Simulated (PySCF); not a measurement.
Gas-phase reaction: 2 PH ⇌ P2 + 2 H

Computed with PySCF and rigid-rotor harmonic-oscillator thermochemistry at 1 bar. The comparison is the NASA 1993 polynomial table, which mixes measured and estimated data. † marks an energy on the PBE0/def2-TZVP geometry and frequencies; other levels use their own. CCSD(T) freezes the core. 6-31G* has spherical d functions here. Open shells (unrestricted): PH (multiplicity 3), H (multiplicity 2); the rest are closed-shell singlets. B3LYP is the form with VWN-RPA correlation. CCSD(T) isn't extrapolated to the basis-set limit; its ΔH°(298 K) is 140.8 kJ in def2-SVP and 132.1 kJ in def2-TZVPP. The harmonic model lacks anharmonicity and excited electronic states, which grow with temperature; levels with a mode under 35 cm⁻¹ are left out. The table's entry may be an old estimate for PH, P2 (not checked at source).

```json
[
 {"level": "table", "ΔH°(298 K), kJ": "107.5", "minus table": "-", "ΔG°(2500 K), kJ": "-73.2"},
 {"level": "B3LYP/6-31G*", "ΔH°(298 K), kJ": "150.5", "minus table": "43.0", "ΔG°(2500 K), kJ": "-32.5"},
 {"level": "BLYP/def2-TZVP†", "ΔH°(298 K), kJ": "113.8", "minus table": "6.3", "ΔG°(2500 K), kJ": "-68.6"},
 {"level": "CCSD(T)/def2-SVP†", "ΔH°(298 K), kJ": "140.8", "minus table": "33.3", "ΔG°(2500 K), kJ": "-41.6"},
 {"level": "CCSD(T)/def2-TZVPP†", "ΔH°(298 K), kJ": "132.1", "minus table": "24.6", "ΔG°(2500 K), kJ": "-50.3"},
 {"level": "PBE/def2-SVP", "ΔH°(298 K), kJ": "101.1", "minus table": "-6.4", "ΔG°(2500 K), kJ": "-81.0"},
 {"level": "PBE/def2-TZVP†", "ΔH°(298 K), kJ": "98.1", "minus table": "-9.4", "ΔG°(2500 K), kJ": "-84.3"},
 {"level": "PBE0/def2-SVP†", "ΔH°(298 K), kJ": "138.2", "minus table": "30.7", "ΔG°(2500 K), kJ": "-44.2"},
 {"level": "PBE0/def2-TZVP", "ΔH°(298 K), kJ": "132.6", "minus table": "25.1", "ΔG°(2500 K), kJ": "-49.8"},
 {"level": "r2SCAN/def2-TZVP†", "ΔH°(298 K), kJ": "138.2", "minus table": "30.7", "ΔG°(2500 K), kJ": "-44.2"},
 {"level": "ωB97X-V/def2-TZVP†", "ΔH°(298 K), kJ": "128.3", "minus table": "20.8", "ΔG°(2500 K), kJ": "-54.1"}
]
```
